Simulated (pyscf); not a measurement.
HO–SiH₃ + HO–Zn–Cl → HO–SiH₂–O–Zn–Cl + H₂, a multi-bond step (singlet surface; H–O, O–Zn, H–Si broken, O–Zn, H–H, O–Si formed). Structures and frequencies: ωB97X-D3(BJ)/def2-SVP in PySCF. Energies in eV from the separated reactants.

AM1 to PM7: differences of heats of formation from MOPAC. 

Q: In single points AM1 puts the saddle at 1.72 eV and the reaction energy at -0.74 eV. Should these be trusted to within a few kcal/mol? Compare with ωB97M-D3(BJ)/def2-TZVP.

A: ωB97M-D3(BJ)/def2-TZVP gives ΔE‡ = 0.36 eV and ΔE = -1.23 eV. AM1 lies 1.36 eV over it in the barrier and 0.49 eV over it in the reaction energy, so on this step it does not hold to within 0.13 eV. ωB97M-D3(BJ)/def2-TZVP has limits of its own. On the reactant side the descent ends in an adduct with a O–Zn, O–Si contact, 0.82 eV under the separated species and 1.07 eV under the saddle at ωB97X-D3(BJ)/def2-TZVP. On the product side the descent ends in an adduct with a O–Zn, Si–Zn contact (not fully relaxed), 0.04 eV under the separated species and 1.64 eV under the saddle at ωB97X-D3(BJ)/def2-TZVP. What is counted as formed (O–Zn, O–Si) is already present as a longer contact in the reactant adduct; forming that adduct is a step of its own. What is counted as broken (O–Zn) persists as a longer contact in the product adduct; parting that adduct is a step of its own. At the saddle there is also a short H–Si contact that neither side keeps. At ωB97X-D3(BJ) the barrier from the zero used here is 0.25 eV. HO–SiH₂–O–Zn–Cl is closed by a dative O–Zn, Si–Zn contact. This is the saddle that the search found; another between the same sides may lie lower. In the def2 sets elements up to Kr have no core potential.
